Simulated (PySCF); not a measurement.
**Zinc-blende AlP, band gap**

Reference value: 2.54 eV (measured, zero-point renormalisation of 0.02 eV added back (the table's ZPR column); as tabulated in Chen et al. (2018), doi:10.1103/physrevmaterials.2.073803).

Question: Which of these levels comes closest to the reference?
(A) PBE (PySCF)
(B) G0W0@PBE (PySCF)
(C) Hartree–Fock (PySCF)

Answer: B, G0W0@PBE (PySCF)

```csv
level (code),value (eV),cell (Å³/atom),error (eV)
PBE (PySCF),1.59 ± 0.03,20.38,-0.95
Hartree–Fock (PySCF),8.06 ± 0.2,20.38,+5.52
G0W0@PBE (PySCF),2.53 ± 0.07,20.38,-0.01
```

The best agreement in this table is that of G0W0@PBE (-0.01 eV). Hartree–Fock (+5.52 eV) misses by most. Of these only G0W0@PBE lands within 0.5 eV.

Semilocal Kohn–Sham gaps run low as a rule, and all computed values are for a static lattice, while measured ones hold electron–phonon shifts unless said otherwise.  A ± on a computed value is a rough bar: the spread of its extrapolation, a floor set from checks against published values, or a statistical error. Values are at the measured cell.

Differences are worked out from the printed values.
